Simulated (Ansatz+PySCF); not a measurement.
# singlet H2O: levels of theory in one basis

```yaml
atoms:
  - { symbol: O, position_ang: [0.0000, 0.0000, -0.1197] }
  - { symbol: H, position_ang: [0.0000, 1.1313, 0.7778] }
  - { symbol: H, position_ang: [0.0000, -0.7542, 0.4787] }
```

Basis set: 6-31G* (spherical functions). Frozen core: 1 orbital. Charge 0, multiplicity 1.

Computed with Ansatz (development build ahead of 0.2.0); each method stands on the lowest determinant of its kind that the runs found. NEVPT2 correlates all electrons. Active spaces start from the frontier orbitals, and the lowest solution found is given.

| method | E − E(RHF) (eV) | <S²> of the determinant |
| --- | --- | --- |
| RHF | 0.00 | 0.00 |
| UHF | -0.16 | 0.34 |
| RHF-MP2 | -5.57 | – |
| UHF-MP2 | -4.96 | 0.34 |
| RHF-CCSD(T) | -6.04 | – |
| UHF-CCSD(T) | -6.02 | 0.34 |
| full CI (lowest root of this spin) | -6.07 | – |
| CASSCF(8,6) | -2.27 | – |
| SC-NEVPT2(8,6) | -5.55 | – |

(1) What does RHF-CCSD give on the same scale?

(2) Is a single determinant a sound starting point here?

## Answers

(1) -5.94 eV.

At such a shape the full CI root can have another spatial symmetry than the determinants, so the rows needn't describe one state.

(2) Only with care. Unrestricted orbitals gain 0.16 eV and <S²> is 0.34 against 0.00 for a pure state, so spin symmetry breaks but gains little energy; restricted orbitals can still serve. The CASSCF(8,6) natural occupations are 2.00, 2.00, 1.98, 1.89, 0.11, 0.03.

Caution for UHF, UHF-MP2, UHF-CCSD(T): the unrestricted determinant is spin contaminated. Caution for RHF-MP2, UHF-MP2, RHF-CCSD, RHF-CCSD(T), UHF-CCSD(T): bonds are stretched, where a single reference can fail. Caution for UHF-MP2, UHF-CCSD(T): a plain start can end on a higher determinant. Caution for UHF-MP2: another reference gives a lower total.
